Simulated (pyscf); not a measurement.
## Routes from •H₂C–CH₃ (SMILES [CH2]C) + H• (SMILES [H])

Candidate steps break at most two bonds and form at most two. Each was searched with GFN2-xTB (tblite) first. Single points on ωB97X-D3(BJ)/def2-SVP structures (PySCF, gas phase). Correlated levels are frozen-core, on RHF or UHF. ΔMP2 is the change of the MP2 total energy from the triple- to the quadruple-zeta basis. Energies: CCSD(T)/def2-TZVPP + ΔMP2(QZVPP), kcal/mol, from the separated reactants, triplet surface.

```csv
products,type,ΔE‡,ΔE,ΔG‡ 298 K,ΔG‡ 900 K,ν‡ (cm⁻¹)
CH₄ + CH₂ [triplet],substitution at C,38.6,-7.8,45.7,60.8,1490i
•H₂C–CH₃ + H•,substitution at C,50.1,0.0,54.5,71.6,1519i
```

Abstraction by the radical was not located in this set and often lies lower. Plain bond fissions and candidates not yet searched are not listed, and one of them may be faster. Each barrier is that of the saddle found; lower ones may exist. The CCSD(T) − MP2 part came from Ansatz, without density fitting, on the same reference.
